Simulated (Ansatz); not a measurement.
# CH₈SSi (SMILES S.C[SiH3]): molecular dynamics

The task is to watch the atoms for 60 steps of 0.5 fs, started with velocities for 700 K and run at constant energy.

Method: PBE0-D4/STO-3G; program: Ansatz 0.2.0, Gaussian basis.

116 further runs of the same task are left out: 116 set aside as unsound or not needed.

### Step 1. The starting structure

The start, a pair relaxed at PBE0-D4: 11 atoms, charge 0, spin multiplicity 1.

Atoms are counted from 1 here; the program's logs count them from 0.

Bond lengths: S1–H2 1.341 Å, S1–H3 1.341 Å, C4–Si5 1.872 Å, C4–H6 1.092 Å, C4–H7 1.092 Å, C4–H8 1.092 Å, Si5–H9 1.489 Å, Si5–H10 1.486 Å, Si5–H11 1.489 Å. Angles: H2–S1–H3 92.3°, Si5–C4–H6 110.9°, Si5–C4–H7 110.8°, Si5–C4–H8 110.8°, H6–C4–H7 108.1°, H6–C4–H8 108.1°, H7–C4–H8 108.0°, C4–Si5–H9 110.2°, C4–Si5–H10 110.8°, C4–Si5–H11 110.2°, H9–Si5–H10 108.7°, H9–Si5–H11 108.1°, H10–Si5–H11 108.8°.

Coordinates:

```xyz
11

S    -0.9676   -0.3759   -3.3840
H     0.3040   -0.7674   -3.2120
H    -0.6634    0.9051   -3.1272
C     0.4469    0.1412    2.1523
Si   -0.0916   -0.0731    0.3724
H     1.4252    0.6237    2.2088
H     0.5166   -0.8257    2.6558
H    -0.2673    0.7579    2.7025
H    -0.1742    1.2514   -0.3023
H    -1.4227   -0.7288    0.3003
H     0.8942   -0.9086   -0.3664
```

### Step 2. The run

File md/in.yaml:

```yaml
crystal:
  periodic: [false, false, false]
  atoms:
    - {symbol: S, position_ang: [-0.967559, -0.375851, -3.383953]}
    - {symbol: H, position_ang: [0.303959, -0.767384, -3.212007]}
    - {symbol: H, position_ang: [-0.663394, 0.905141, -3.127223]}
    - {symbol: C, position_ang: [0.446901, 0.141159, 2.152269]}
    - {symbol: Si, position_ang: [-0.091629, -0.073117, 0.372438]}
    - {symbol: H, position_ang: [1.425211, 0.623703, 2.208792]}
    - {symbol: H, position_ang: [0.516560, -0.825750, 2.655784]}
    - {symbol: H, position_ang: [-0.267333, 0.757947, 2.702474]}
    - {symbol: H, position_ang: [-0.174173, 1.251379, -0.302335]}
    - {symbol: H, position_ang: [-1.422674, -0.728765, 0.300289]}
    - {symbol: H, position_ang: [0.894231, -0.908560, -0.366428]}
basis:
  gaussian: {orbitals: STO-3G}
hamiltonian: {xc: pbe0, dispersion: d4}
md: {n_steps: 60, timestep: 0.5, temperature: 700, ensemble: nve, seed: 726, initial_velocities: maxwell_boltzmann}
```

The run is started by

```console
$ ansatz run in.yaml --threads 4 --pin off --events-out ev --progress --plain --max-ram 9574MiB
```

What does the calculation give? Wanted: temperature at the start; mean temperature, second half; lowest and highest potential energy, from the first frame; largest change of potential + kinetic.

As calculated:

```
                                                 quantity              value
                                                   length  60 steps, 30.0 fs
                                 temperature at the start              700 K
                            mean temperature, second half              447 K
lowest and highest potential energy, from the first frame      0 and 464 meV
                    largest change of potential + kinetic            6.5 meV
```

With no thermostat the total energy should stay fixed; it holds within 6.5 meV, small beside the kinetic energy, so the time step serves. With 11 atoms the instant temperature spans 306 to 700 K. No bond breaks or forms, judged by distance.
